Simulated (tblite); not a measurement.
Scan of H2Be, singlet: collinear H-Be-H surface. Scanned: H-Be distance and Be-H distance.

Cartesian coordinates as functions of the variables (Å; names that start with a are angles):
```
H  0  0  -r1
Be  0  0  0
H  0  0  r2
```

Calculation: tblite with GFN2-xTB, 300 K electronic temperature.

Energy in kcal/mol above the lowest grid point; x is the H-Be distance (Å), y the Be-H distance (Å).

```
y \ x  1.13  1.22  1.28  1.35  1.42  1.48  1.57  1.67  1.77  1.90     2
-----  ----  ----  ----  ----  ----  ----  ----  ----  ----  ----  ----
2      35.5  31.5  31.1  31.9  33.7  35.9  39.8  44.5  49.5  56.5  61.9
1.90   30.0  26.0  25.6  26.4  28.2  30.4  34.3  39.1  44.0  51.0  56.5
1.77   22.9  19.0  18.5  19.3  21.2  23.3  27.3  32.1  37.2  44.0  49.5
1.67   17.9  13.9  13.4  14.2  16.0  18.2  22.1  27.0  32.1  39.1  44.5
1.57   13.1   9.1   8.5   9.3  11.2  13.3  17.2  22.1  27.3  34.3  39.8
1.48    9.2   5.2   4.6   5.4   7.3   9.4  13.3  18.2  23.3  30.4  35.9
1.42    7.2   3.1   2.5   3.3   5.1   7.3  11.2  16.0  21.2  28.2  33.7
1.35    5.5   1.3   0.7   1.4   3.3   5.4   9.3  14.2  19.3  26.4  31.9
1.28    4.9   0.6   0.0   0.7   2.5   4.6   8.5  13.4  18.5  25.6  31.1
1.22    5.6   1.3   0.6   1.3   3.1   5.2   9.1  13.9  19.0  26.0  31.5
1.13   10.0   5.6   4.9   5.5   7.2   9.2  13.1  17.9  22.9  30.0  35.5
```

Points that lie below all their neighbours on the grid: x = 1.28, y = 1.28 (0.0 kcal/mol).
